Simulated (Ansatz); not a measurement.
The reference is Ag in the fcc (Cu type) structure (space group Fm-3m, No. 225).

```
Ag
1.0
    0.00000     2.02719     2.02719
    2.02719     0.00000     2.02719
    2.02719     2.02719     0.00000
Ag
1
Direct
  0.00000   0.00000   0.00000
```

Level of theory: PBEsol (Ansatz, a first-principles code), no SOC.

```csv
level,lattice parameter a
PBEsol,4.054 Å
```

Q: From these computed values, estimate the measured ones, and say how each level misses.

A: Measured: lattice parameter a 4.062 Å (static lattice; corrected from measurement; as listed in Daniel Mejia-Rodriguez, S. B. Trickey, Phys. Rev. B (2018)). Computed minus measured — lattice parameter a: PBEsol -0.2 %.

No phonon test of stability was made.
